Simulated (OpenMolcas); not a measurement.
**[SiH3]+ (SMILES [SiH3+]): the energy, rung by rung**

The species is [SiH3]+ (4 atoms), meant as a singlet with charge +1. SMILES: `[SiH3+]`. The coordinates come from a PBE0-D4/def2-TZVP relaxation.

```xyz
4

Si    0.0000    0.0000    0.0000
H     0.6869    0.6754    1.1130
H    -0.1184   -1.4672   -0.0099
H    -0.5685    0.7917   -1.1031
```

Quantity: the energy change with the Si1–H4 bond stretched from 1.472 to 2.208 Å, in eV. The values are calculated.

```
                    level                   kind     program  value (eV)  CPU time (all runs)
    HF/6-31G (restricted)           Hartree–Fock  OpenMolcas        2.29                3.3 s
 SVWN5/6-31G (restricted)                    LDA  OpenMolcas        1.75                7.3 s
   PBE/6-31G (restricted)                    GGA  OpenMolcas        1.79                8.7 s
 B3LYP/6-31G (restricted)          global hybrid  OpenMolcas        1.93                8.7 s
M06-2X/6-31G (restricted)        hybrid meta-GGA  OpenMolcas        2.05                9.7 s
B2PLYP/6-31G (restricted)          double hybrid  OpenMolcas        1.98                7.7 s
   MP2/6-31G (restricted)    perturbation theory  OpenMolcas        2.01                3.4 s
  CISD/6-31G (restricted)  coupled cluster or CI  OpenMolcas        1.78                3.6 s
                FCI/3-21G     exact in the basis  OpenMolcas        1.68                7.4 s
```

Spin-restricted single references rise too steeply as a bond breaks, Hartree–Fock most of all. The first shape isn't each level's own minimum. The values span 1.68 to 2.29 eV. All rows use very small basis sets, so even the best lies far from the true value. Times are those of the runs behind each value, whatever else they computed, on shared processors of several kinds: orders of magnitude only.
